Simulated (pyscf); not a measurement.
H₃C–CH₃ (SMILES CC) + HS–ZnH (SMILES [SH][ZnH]) → H₃C–CH₂–ZnH (SMILES C[CH2][ZnH]) + H₂S (SMILES S), a four-centre exchange (singlet surface; C–H, S–Zn broken, C–Zn, H–S formed). Single points on ωB97X-D3(BJ)/def2-SVP structures (PySCF, gas phase). Energies in eV from the separated reactants.

Small-basis levels: PySCF, no dispersion term, spherical d functions. AM1 to PM7: differences of heats of formation from MOPAC, which are fitted to 298 K values and so differ in kind from electronic energies by zero-point and thermal terms. Cost: rough CPU time at the saddle relative to B3LYP/6-31G*+LANL2DZ, from one job on a shared machine.

| level | barrier | reaction energy | cost |
|---|---|---|---|
| HF/3-21G | 2.32 | +1.41 | 0.06 |
| MP2/6-31G*+LANL2DZ | 2.36 | +1.44 | 0.1 |
| BP86/6-31G*+LANL2DZ | 1.94 | +1.46 | 2 |
| PBE/6-31G*+LANL2DZ | 1.86 | +1.46 | 2 |
| B3LYP/3-21G | 1.33 | +0.96 | 0.6 |
| B3LYP/LANL2DZ | 2.25 | +1.57 | 0.8 |
| B3LYP/6-31G*+LANL2DZ | 2.27 | +1.51 | 1 |
| M06-2X/6-31G*+LANL2DZ | 2.07 | +1.56 | 2 |
| B3LYP/6-311+G**+LANL2DZ | 2.13 | +1.38 | 1 |
| PM3 | 0.90 | +1.49 | under 0.02 |
| PM6 | 2.72 | +1.13 | under 0.02 |
| PM7 | 2.19 | +1.30 | under 0.02 |
| ωB97M-D3(BJ)/def2-TZVP | 2.15 | +1.37 | – |

Against the last row the barrier runs from -1.25 (PM3) to +0.56 eV (PM6). At PM3 this geometry lies under one side, so the entry may be no barrier of that level: it is a single point on another level's saddle. ωB97M-D3(BJ)/def2-TZVP has limits of its own. On the product side the descent ends in a complex, 0.29 eV under the separated species and 0.95 eV under the saddle at ωB97X-D3(BJ)/def2-TZVP. This is the saddle that the search found; another between the same sides may lie lower. In the def2 sets elements up to Kr have no core potential.
